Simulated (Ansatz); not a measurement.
**Which isomer of CH3BCl gives these data?**

These gas-phase data were calculated for one isomer of CH3BCl at PBE0-D3(BJ)/pcseg-1 (harmonic, unscaled wavenumbers; equilibrium rotational constants with average atomic masses):

```
rotational constants            : 64.21, 5.004, 4.778 GHz
all wavenumbers above 1500 cm⁻¹ : 3166, 3122, 3037
dipole moment                   : 1.44 D (PBE0/def2-TZVPD)
```

Candidates:

(1) `[CH2]BCl`, a doublet
(2) `C[B]Cl`, a doublet

Question: Which structure fits?

Answer: Candidate (2). No mode falls between 2350 and 2900 cm⁻¹, where the B–H stretch of (1) would stand.

The same quantities for all candidates:

```
     rotational constants (GHz)  wavenumbers above 1500 cm⁻¹  dipole (D)  E above the lowest, PBE0-D3(BJ)/pcseg-1 (kcal/mol)
(1)          47.34, 5.516, 4.94             3259, 3160, 2701        1.75                                                 0.0
(2)         64.21, 5.004, 4.778             3166, 3122, 3037        1.44                                                 6.7
```

Each candidate is one conformer. Open shells are spin-unrestricted. Programs: Ansatz 0.2.0.
